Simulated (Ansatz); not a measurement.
## Ansatz (development build ahead of 0.2.0) run

```yaml
crystal:
  periodic: [false, false, false]
  atoms:
    - { symbol: C, position_ang: [0.0, -0.44773, -0.38184] }
    - { symbol: C, position_ang: [0.0, -0.46931, 1.24923] }
    - { symbol: O, position_ang: [0.0, 0.99704, -0.84339] }
    - { symbol: H, position_ang: [-0.96031, -1.03853, -0.7884] }
    - { symbol: H, position_ang: [0.96031, -1.03853, -0.7884] }
    - { symbol: H, position_ang: [0.0, -1.58412, 1.6604] }
    - { symbol: H, position_ang: [0.96079, 0.08911, 1.67049] }
    - { symbol: H, position_ang: [-0.96079, 0.08911, 1.67049] }
    - { symbol: H, position_ang: [0.0, 1.00883, -1.88177] }
basis:
  gaussian: { orbitals: cc-pVTZ }
hamiltonian:
  xc: hf
```

The input is written out in the form of the current development build from the run's settings.

Results

| Item | Value |
| --- | --- |
| Converged | yes |
| Total energy | -154.08596 hartree |
| Spin squared of the determinant | 0.000 |

Caution: no unrestricted run beside it, a lower state can exist.
